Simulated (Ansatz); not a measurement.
# Al2Pd: from a trial structure to a relaxed crystal

Level of theory: Ansatz 0.2.0, DFT r2SCAN, scalar-relativistic, plane waves, PAW. Cutoff 500 eV, Γ-centred k mesh, Gaussian smearing, no spin polarisation in the final step.

A relaxed cell is given with its space group left out.

```
CELL_PARAMETERS angstrom
-3.00053 3.00053 2.65346
3.00053 -3.00053 2.65346
3.00053 3.00053 -2.65346
ATOMIC_POSITIONS crystal
Al 0.66455 0.16455 0.82909
Al 0.16455 0.33545 0.50000
Al 0.33545 0.83545 0.17091
Al 0.83545 0.66455 0.50000
Pd 0.25000 0.25000 0.00000
Pd 0.75000 0.75000 0.00000
```

The zero of energy is the elements' standard structures at the same level; no fitted shifts are applied.

What space group does it have?

I4/mcm (No. 140). Conventional cell: a = 6.001 Å, c = 5.307 Å. Al has 4 Pd at 2.61 Å, 1 Al at 2.79 Å and 10 Al at 3.02–3.31 Å; Pd is coordinated by 8 Al at 2.61 Å and 2 Pd at 2.65 Å.

How far does it lie from the elements in energy?

-0.52 eV/atom.

Is it a metal?

Yes, bands cross the Fermi level on the 10×10×10 mesh.

The final run used a 10×10×10 mesh on its 6-atom cell and 0.10 eV smearing. The k mesh leaves about 4 meV/atom of noise in metals. The cell came from a trial start, so Al2Pd may not exist in this structure.

Cost: 3 runs of about 3.9 core-minutes in all, on Arm Neoverse V2 (shared hosts).